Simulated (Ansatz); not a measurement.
## Relative stability

Two relaxed structures of CHBO, singlet (PBE0-D4/def2-TZVP; forces vanish, vibrations not checked).

A:

```xyz
4
angstrom
B -1.3139 -0.3434 0.1458
C 0.1194 0.3372 -0.0117
O 0.1538 -0.9123 -0.0220
H 1.0407 0.9185 -0.1121
```

B:

```
4
angstrom
B -1.2093 -0.2417 0.2218
C 0.1528 0.3829 -0.0548
O -0.0593 -0.9490 0.0120
H -2.3254 -0.5451 0.4445
```

Computed with Ansatz 0.2.0 (basis: def2-TZVPP); correlated methods freeze the cores. B3LYP uses VWN-RPA correlation.

Problem. Which structure is lower at CCSD(T), and by how much? (Judge from chemistry; the value comes from the calculation.)

Solution. By the calculation: B, by 104.0 kJ/mol (electronic energy, against the other). By their contacts, A is CHBO ([B]1[CH][O]1) and B is CHBO ([BH]1[C][O]1).

All methods give the same order:

| method | E(B) − E(A) (kJ/mol) |
| --- | --- |
| PBE-D4 | -108.6 |
| r2SCAN-D4 | -115.2 |
| PBE0-D4 | -113.0 |
| B3LYP-D4 | -116.2 |
| wB97M-V | -112.9 |
| HF | -122.1 |
| MP2 | -110.4 |
| CCSD | -106.6 |
| CCSD(T) | -104.0 |

T1 diagnostic: at most 0.020. The restricted Hartree–Fock reference is unstable towards an unrestricted one at one or more of these structures.

Labels in which every atom is bracketed show which atoms are joined, not bond orders.

For scale, one of the runs: CCSD(T)/def2-TZVPP, 107 basis functions, launched by `ansatz run in.yaml --threads 2 --pin off --events-out ev --progress --plain --max-ram 4352MiB`. Hardware: 2 CPU threads of an Arm Neoverse V2, shared host. Wall time about 3.4 s.
